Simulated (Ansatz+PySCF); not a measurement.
# doublet Na₂(+): levels of theory in one basis

```xyz
2

Na    0.0000    0.0000   -1.8203
Na    0.0000    0.0000    1.8203
```

Basis set: cc-pCVTZ (spherical functions). Frozen core: 2 orbitals. Correlation on ROHF uses semicanonical orbitals with singles. Charge 1, multiplicity 2.

Computed with Ansatz (development build ahead of 0.2.0) and PySCF 2.14.0; each method stands on the lowest determinant of its kind that the runs found.

```json
{"method": "ROHF", "E − E(ROHF) (eV)": "0.00", "<S²> of the determinant": "0.75"}
{"method": "UHF", "E − E(ROHF) (eV)": "0.00", "<S²> of the determinant": "0.75"}
{"method": "ROHF-MP2", "E − E(ROHF) (eV)": "-14.34", "<S²> of the determinant": "–"}
```

Q: What does ROHF-CCSD(T) give on the same scale?

A: -14.73 eV.
